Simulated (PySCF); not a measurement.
AlCH₃, optimised at PBE0/def2-TZVP:

```xyz
5

C     -0.0146     0.0176    -0.0365
Al    -0.0172     0.8043    -1.8627
H     -0.0209    -1.0800    -0.0655
H      0.8722     0.3196     0.5362
H     -0.8936     0.3295     0.5429
```

Energies from PySCF (xtb for GFN2), thermal terms from the rigid-rotor harmonic-oscillator model, ideal gas at 1 bar. 6-31G* has spherical d functions here. All species are closed-shell singlets. B3LYP is the form with VWN-RPA correlation. AlCH₃: computed as isolated molecules; such fragments, hydroxides, amides, oligomers or adducts are transient or little studied in the gas.

### Question
List the harmonic frequencies (cm⁻¹, unscaled) at this level and at the other levels, each on its own geometry.

### Answer
- PBE0/def2-TZVP: 443, 443, 578, 1183, 1417, 1417, 2998, 3083, 3083
- B3LYP/6-31G*: 478, 478, 565, 1253, 1470, 1470, 2989, 3062, 3062
- GFN2-xTB: 371, 371, 606, 1325, 1451, 1451, 2837, 2837, 2856
- HF/6-31G*: 540, 540, 594, 1376, 1586, 1586, 3131, 3194, 3194
- PBE/def2-SVP: 419, 419, 556, 1131, 1352, 1352, 2922, 3020, 3020
